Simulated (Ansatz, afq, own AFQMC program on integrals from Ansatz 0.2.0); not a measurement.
Integrals from Ansatz 0.2.0, then the random walk in our own AFQMC program (afq).

```yaml
crystal:
  periodic: [false, false, false]
  atoms:
    - {symbol: C, position_ang: [-0.020291, 1.372432, -0.586539]}
    - {symbol: O, position_ang: [0.555563, 0.230276, -0.093663]}
    - {symbol: Mg, position_ang: [1.303473, -1.257983, 0.548034]}
    - {symbol: H, position_ang: [0.733581, 2.129557, -0.886024]}
    - {symbol: H, position_ang: [-0.682623, 1.864768, 0.155206]}
    - {symbol: H, position_ang: [-0.643404, 1.177351, -1.483714]}
basis:
  gaussian: {orbitals: def2-TZVP}
magnetization: {spin_polarized: true, initial_magnetization: 1}
correlation: {method: ccsd_t, electrons: outside_noble_gas, hamiltonian_folder: ham}
```

```sh
$ ansatz run in.yaml --threads 1 --pin off --events-out ev --progress --plain --max-ram 16896MiB --backend cuda --devices 0, --max-vram 18GiB
```

afq runs on the folder ham with

```
--method phaseless --trial cisd --walkers 800 --populations 20 --least-time 60 --time-step 0.005 --steps-per-block 50 --equilibration-blocks 28 --max-blocks 4000 --target-error 0.00023 --factor-cut 1e-05 --start spin_pure --seed 5228 --release-times 0.24,0.51,0.99,1.5 --release-step 0.03 --release-every 4 --taylor-order 6
```

Times are imaginary, in 1/Eh. The walk had a cap of 246 s. With eight or more populations the least sampling time is a fifth of least-time, and the error comes from their spread.

Output of the walk:

```
orbitals 105  electrons 8 7  factors 788 of 832
reference energy -314.14382212 Eh
CCSD correlation -0.44294557 Eh in 13 cycles, weight of the determinant in the CISD state 0.8757
energy of the start -314.586789 Eh
 block  time / (1/Eh)  mean weight  energy / Eh
     1     0.250  0.9996  -314.583362
     2     0.500  1.0001  -314.590371
     3     0.750  0.9989  -314.597980
     4     1.000  1.0006  -314.598394
     5     1.250  1.0008  -314.599464
     7     1.750  1.0009  -314.599971
     9     2.250  1.0000  -314.600621
    11     2.750  0.9991  -314.605992
    21     5.250  1.0000  -314.603486
    31     7.750  0.9994  -314.605291
    41    10.250  1.0010  -314.604450
    51    12.750  1.0002  -314.601656
    61    15.250  0.9996  -314.604106
    71    17.750  0.9999  -314.603833
    81    20.250  0.9999  -314.603472
    91    22.750  1.0001  -314.602406
   101    25.250  1.0003  -314.604862
   111    27.750  1.0002  -314.604953
   121    30.250  1.0008  -314.602683
   131    32.750  1.0004  -314.601782
   141    35.250  0.9995  -314.606662
   151    37.750  1.0012  -314.602099
   161    40.250  0.9995  -314.606723
   171    42.750  1.0017  -314.602883
   181    45.250  1.0014  -314.606537
   191    47.750  1.0001  -314.604386
   201    50.250  1.0001  -314.603318
   211    52.750  0.9999  -314.598889
   216    54.000  1.0013  -314.607990
   221    55.250  1.0005  -314.603709
   226    56.500  0.9992  -314.604111
error from the spread of 20 populations
released: time / (1/Eh)  energy / Eh  error  mean overlap
  0.24  -314.603847  0.000236  0.9904
  0.51  -314.603402  0.000258  0.9868
  0.99  -314.604098  0.000368  0.9783
  1.50  -314.603061  0.000419  0.9808
energy -314.603394 +/- 0.000249 Eh
(rows thinned)
```

The run passed its tests (sampling time, drift between the halves within three errors, error under three times the target), which doesn't prove that it has relaxed, ending at its cap on processor time.

Against this walk (error 6.8 meV) on the same determinant: CCSD(T) 21.8 meV higher. The error is statistical and leaves out the bias of the constraint. None of these is a sure reference here. Released to 1.50 1/Eh the energy moves by 9 ± 13 meV (both errors), within twice the noise.

Cautions: constraint bias not in the error; error above the target (6.8 against 6.3 meV).

The walk took 4.1 min on 1 × NVIDIA H100 80GB HBM3 with 2 threads of AMD EPYC 7R13 Processor (Zen 3) (shared host) (the card was shared). The log's last line is the phaseless energy.
